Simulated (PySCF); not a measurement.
System: dimethylacetylene, C$_{4}$H$_{6}$, net charge 0, singlet state. SMILES: C(#CC)C
Geometry: optimised at B3LYP-D3(BJ)/def2-TZVP (Ansatz).

Dispersion corrections to the total energy (kcal/mol) from the dftd3 and dftd4 libraries through PySCF: D3(BJ) without and D4 with the three-body term, each with the damping fitted for the functional named.

```csv
functional,D3(BJ),D4
revPBE,-9.05,-11.19
B3LYP,(withheld),-4.97
TPSSh,-3.85,-3.83
CAM-B3LYP,(withheld),-2.58
BHLYP,-4.41,-3.41
BP86,-5.13,-4.03
BLYP,(withheld),-7.05
```

Problem. Complete the blanks.

Solution. 
- B3LYP, D3(BJ): -5.80
- CAM-B3LYP, D3(BJ): -2.50
- BLYP, D3(BJ): -7.15
